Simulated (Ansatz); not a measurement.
Predict the output of the script below (Ansatz 0.2.0 through its Python package).

The script, `methods.py`:
```python
"""One geometry of C3H5N, method by method."""

import ansatz
from ase import Atoms

atoms = Atoms(["C", "C", "N", "C", "H", "H", "H", "H", "H"], positions=[
    [-0.0571, 1.588, -0.8804],
    [0.4309, 0.5945, -0.3305],
    [0.9065, -0.331, 0.1618],
    [0.075, -1.3117, 0.7064],
    [-0.3148, 1.623, -1.9712],
    [-0.3207, 2.5361, -0.3126],
    [0.5939, -2.1434, 1.1615],
    [-0.5935, -1.7269, -0.0863],
    [-0.6317, -0.875, 1.5342],
])
c3h5n = ansatz.Crystal.molecule_from_ase(atoms)

base = c3h5n.calculation().basis(gaussian="def2-SVP")

methods = ["mp2", "ccsd", "ccsd_t"]
batch = ansatz.Session.batch([base.correlation(m).input() for m in methods])
reports = sorted(batch.plan().execute().molecular_reports, key=lambda each: each["member"])
print(f"Hartree-Fock reference {reports[0]['reference_energy_ev'] / 27.211386246:.6f} Ha")
best = reports[-1]["free_energy_ev"] - reports[-1]["reference_energy_ev"]
for method, each in zip(methods, reports):
    gained = each["free_energy_ev"] - each["reference_energy_ev"]
    print(f"{method:8s} total {each['free_energy_ev'] / 27.211386246:.6f} Ha  correlation {gained:9.4f} eV  ({100 * gained / best:.1f} % of the last)")
```

Running `python methods.py` prints:
```text
Hartree-Fock reference -170.748453 Ha
mp2      total -171.303391 Ha  correlation  -15.1006 eV  (90.5 % of the last)
ccsd     total -171.340493 Ha  correlation  -16.1102 eV  (96.6 % of the last)
ccsd_t   total -171.361483 Ha  correlation  -16.6814 eV  (100.0 % of the last)
```

Caveats:
- Total energies depend on the basis set; only differences at equal settings carry meaning.
- The geometry is a force-field or estimated start, not a minimum of this method, and the basis set is short of its limit. A lower total doesn't mark the better method: functionals have no common bound, and MP2 and coupled cluster aren't variational.
- Inner cores stay frozen, so this is valence correlation.
